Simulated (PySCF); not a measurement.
ethanol cation (C2H6O), SMILES C(C)O (connectivity only; charge and spin as stated), charge +1, multiplicity 2. Atoms are numbered in the order given.

```xyz
9

C     -0.2094    -1.2267     0.0000
C      0.4806     0.0882     0.0000
O     -0.2262     1.2438     0.0000
H      0.5268    -2.0295     0.0000
H     -0.8439    -1.3394    -0.8863
H     -0.8439    -1.3394     0.8863
H      1.2719     0.2368     0.8033
H      1.2719     0.2368    -0.8033
H     -1.2008     1.1149     0.0000
```
Charge +1, spin multiplicity 2.

Geometry: B3LYP-D3(BJ)/def2-TZVP. The multiplicity is an assumed one; other spin states were not compared. The values are those of a single conformer.

Method: B3LYP/pcH-1 in PySCF.

Unrestricted Kohn–Sham, ⟨S²⟩ = 0.754. Hyperfine tensors hold the contact and dipolar terms, without spin-orbit corrections.

Computed hyperfine couplings:
```csv
nucleus,A(iso) (MHz),A(iso) (G),dipolar principal values (MHz)
13C no. 1,-10.4,-3.7,"-3.5, -1.1, 4.5"
13C no. 2,-43.2,-15.4,"-23.8, -17.1, 40.9"
17O no. 3,-44.5,-15.9,"-176.9, 87.1, 89.8"
1H no. 4,-3.3,-1.2,"-2.8, -2.3, 5.1"
1H no. 5,66.7,23.8,"-4.5, -1.9, 6.4"
1H no. 6,66.7,23.8,"-4.5, -1.9, 6.4"
1H no. 7,451.6,161.1,"-16.4, -11.5, 27.9"
1H no. 8,451.6,161.1,"-16.4, -11.5, 27.9"
1H no. 9,-42.8,-15.3,"-38.7, -14.8, 53.5"
```

Task: And the g tensor (effective nuclear charges for spin-orbit coupling, GIAO)? (An estimate is asked for; the answer gives what the named calculation found.)

Result: principal values 2.0021, 2.0062, 2.0114; isotropic 2.0066.
